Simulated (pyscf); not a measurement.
A first-order saddle from PySCF, ωB97X-D3(BJ)/def2-SVPD:

```xyz
10

C     -1.5692    -1.4596     0.3831
H     -0.9296    -1.8776     1.1922
H     -1.8246    -2.3093    -0.2899
H     -2.5210    -1.1377     0.8618
C     -0.2594     0.7074    -1.0548
C      0.0750     1.7912    -0.3335
H     -0.8891    -0.3573    -0.4150
H      0.0125     0.7733    -2.1311
H      0.5766     2.6922    -0.7298
H     -0.1510     1.8272     0.7463
```
Charge -1, spin multiplicity 1.

Surface: singlet, charge -1. Lowest wavenumbers (cm⁻¹): 1401i, 24, 97, 198, 308.

Task: Name the species on either side of this saddle.

Result: `[CH3-]` + `[CH2]=[CH2]` ⇌ `[CH4]` + `[CH-]=[CH2]`, a proton transfer read from left to right: C–H broken and C–H formed. At CCSD(T)/def2-TZVPPD + ΔMP2(QZVPPD) it lies +7.1 kJ/mol from the left side and +54.3 kJ/mol from the right (each side as separated species at their lowest minima found). On the reactant side the descent ends in a complex, 31.0 kJ/mol under the separated species and 33.8 kJ/mol under the saddle at ωB97X-D3(BJ)/def2-TZVPD. On the product side the descent ends in a complex, 17.9 kJ/mol under the separated species and 70.3 kJ/mol under the saddle at ωB97X-D3(BJ)/def2-TZVPD. One saddle was located; it need not be the lowest between these sides. The angle at the transferred H is 176°. The CCSD(T) − MP2 part came from Ansatz, without density fitting, on the same reference.
